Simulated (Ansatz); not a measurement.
System: grey tin (α-Sn). Method: Hartree–Fock in Ansatz (PAW).

Settings: plane-wave cutoff 460 eV, 8×8×8 k mesh, Fermi–Dirac smearing 0.01 eV, scalar-relativistic PAW data made under PBE.

Cell (relaxed at this level):

Sn has the cubic space group Fd-3m, origin choice 1 (No. 227), the diamond structure, Pearson symbol cF8. Lattice parameters: a = b = c = 6.6049 Å, α = β = γ = 90.00°. Sn on 8b is coordinated by 4 Sn at 2.860 Å (tetrahedral). (Neighbours: up to the widest gap in distance over summed covalent radii, below 1.35, at either atom.)
(The calculation used a cell of 2 atoms; values per cell refer to that cell.)

### Question
What does this level give for the bulk modulus B0, band gap, width of the whole s-p valence band and pressure derivative B′ of the bulk modulus?

### Answer

bulk modulus B0: 51.4 GPa
band gap: 4.27 eV (on the SCF k mesh)
width of the whole s-p valence band: 14.84 eV
pressure derivative B′ of the bulk modulus: 4.5

Measured, for comparison: band gap 0 eV (temperature not stated, not corrected to a static lattice; as tabulated in Das et al. (2018), arXiv:1807.05623); bulk modulus 42.8 GPa (0 K value with the zero-point phonon effect removed; as tabulated in Mejia-Rodriguez and Trickey (2018), arXiv:1807.09216). Computed (rounded) less measured: bulk modulus +20 %.

Spin–orbit coupling is not included.

Static lattice: no zero-point or thermal effects.

It cost about 19 core-minutes (a rough figure) of CPU time.

Ansatz is a quantum-chemistry and plane-wave program.
